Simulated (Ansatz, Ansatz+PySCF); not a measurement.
```xyz
2

C     0.0015   -0.0169   -0.5867
C    -0.0386   -0.0157    0.6060
```

UHF on doublet C₂(-) was run in several spherical basis sets with Ansatz (development build ahead of 0.2.0). Caution: no diffuse functions for an anion. Caution for UHF: the determinant breaks the point group; the unrestricted determinant is spin contaminated.

Rank the basis sets by the total energy that they give, lowest first, with the distance from the lowest.
A. 6-31G
B. 6-31G(d)
C. def2-SVP
D. cc-pVDZ
E. aug-cc-pVDZ
F. STO-3G
G. def2-TZVP
H. cc-pVTZ

G (0.00 eV), H (0.22 eV), E (0.46 eV), D (1.04 eV), B (1.55 eV), A (2.44 eV), C (2.83 eV), F (31.96 eV).

Totals follow the description of the cores as much as that of the bonds, so this order isn't one of quality for chemistry.
